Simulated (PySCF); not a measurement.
Computed data sheet: `CC1CCCC1`

Species: C6H12.
Z-matrix (Å and degrees, GFN2-xTB geometry), rows numbered from 1:
```
C 
C   1  1.5224
C   2  1.5430  1  113.31
C   3  1.5384  2  106.54  1   135.99
C   4  1.5289  3  105.10  2    13.11
C   5  1.5239  4  102.98  3   -34.03
H   1  1.0878  2  110.71  3    61.14
H   1  1.0881  2  110.50  3   -59.06
H   1  1.0882  2  110.31  3  -178.88
H   2  1.0947  1  108.46  3  -121.21
H   3  1.0898  2  110.58  1  -103.25
H   3  1.0901  2  110.50  1    15.64
H   4  1.0909  3  110.14  2  -104.68
H   4  1.0895  3  112.20  2   135.19
H   5  1.0915  4  110.16  3    83.05
H   5  1.0896  4  112.49  3  -155.85
H   6  1.0918  2  109.72  1   -40.32
H   6  1.0894  2  112.36  1    80.38
```

GFN2-xTB geometry:

```yaml
Point_group_of_the_GFN2-xTB_geometry: C1
Rotational_constants_A_B_C_of_the_GFN2-xTB_geometry: 6.145, 3.018, 2.289 GHz
```

From wB97X-D/def2-SVPD ground state and vertical TDDFT (core frozen in the response) (PySCF):

```yaml
Dipole_moment: 0.11 D
HOMO_energy: -10.55 eV
LUMO_energy: 2.46 eV
HOMO–LUMO_gap: 13.01 eV
Lowest_singlet_excitation: 8.78 eV (141 nm, f = 0.003)
Strongest_line_among_the_8_lowest_singlet_transitions: S6 at 9.44 eV (131 nm, f = 0.048)
Lowest_triplet_excitation_Tamm–Dancoff: 8.61 eV
Static_isotropic_polarisability: 69.0 au
Electronic_spatial_extent_⟨r²⟩_about_the_centre_of_nuclear_charge: 626 bohr²
```

Monoisotopic mass from the formula: 84.0939 u.

No computed singlet falls in the visible range (750 to 380 nm, 1.65 to 3.26 eV); S1 lies 5.52 eV above its blue end. The vertical singlet–triplet gap S1 − T1 is 0.17 eV (TDDFT singlet less Tamm–Dancoff triplet; S1: HOMO→LUMO, weight 0.81; T1: HOMO→LUMO, weight 0.76). S1 lies 4.23 eV below the HOMO–LUMO gap; its leading configuration is HOMO→LUMO, weight 0.81. The largest Löwdin shares of the HOMO are 0.18 on C2, 0.13 on C3, 0.11 on C6 and 0.09 on C4. In atomic units the dipole is 0.04 e·bohr (1 au = 2.5417 D).

Isolated species at its GFN2-xTB geometry (one conformer only).
